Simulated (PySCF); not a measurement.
S2, neutral, multiplicity 3. Atoms are numbered in the order given.

```xyz
2

S      0.0000     0.0000    -0.9427
S      0.0000     0.0000     0.9427
```
Charge 0, spin multiplicity 3.

Coordinates come from a PBE0-D3(BJ)/def2-TZVPD optimisation.

Level of theory: PBE/def2-TZVPD (PySCF).

Problem. Estimate the frontier levels, dipole moment and polarisability. (The exact figures need the calculation; the answer reports its results.)

Solution. 
The α spin, highest occupied and lowest empty level is -5.81 and -1.28 eV. The β spin, highest occupied and lowest empty level is -8.36 and -4.51 eV and the dipole moment is 0.00 D. The mean static polarisability is 41.2 bohr³ (6.11 Å³) and the polarisability, principal values comes out as 32.4, 32.4, 58.9 bohr³. The ⟨S²⟩ is 2.005 (pure state 2.00).
